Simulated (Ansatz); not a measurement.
Born–Oppenheimer molecular dynamics of BClFH$_{3}$ (6 atoms, charge 0, multiplicity 1). It starts at the highest image of a converged band, a first-order saddle point between two minima.

These are results of Ansatz, RKS PBE/def2-SVP, not measurements.

```yaml
ensemble: NVE (velocity Verlet)
time_step: 0.5 fs
steps_asked: 200
starting_velocities_drawn_for: 100 K
seed: 3275
```

First frame:

```xyz
6
Properties=species:S:1:pos:R:3
B 0.012 -0.212 0.029
Cl 0.003 0.219 2.010
H 1.070 0.147 -0.432
H -1.070 0.079 -0.427
F 0.059 -1.720 0.400
H 0.047 -1.243 1.501
```

Task: How far do the bonds stretch over the last three quarters of this one trajectory? (Pairs bonded in most of those frames.)

Result: 
```csv
bond,mean (Å),spread (Å),shortest,longest
B1–Cl2,1.864,0.079,1.74,2.03
B1–H3,1.209,0.011,1.19,1.23
B1–H4,1.209,0.010,1.19,1.23
F5–H6,0.986,0.054,0.92,1.12
```

Mean temperature of the second half: 255 K. The conserved energy stayed within 0.042 meV per atom of its start (net change -0.025 meV per atom), so the integration is sound. The kinetic energy rose, since the run started high on the potential surface and went downhill. It ends in pieces (BClH2 + FH), so much of that is their flight and rotation, not heat. A run of 0.1 ps of so small a system gives no equilibrium averages. The orbitals stay closed-shell, which can raise the energy where a bond breaks towards radicals; this wasn't checked here.

The run took 3.8 min on 1 thread of Arm Neoverse V1 (shared host), peak memory 0.095 GiB.
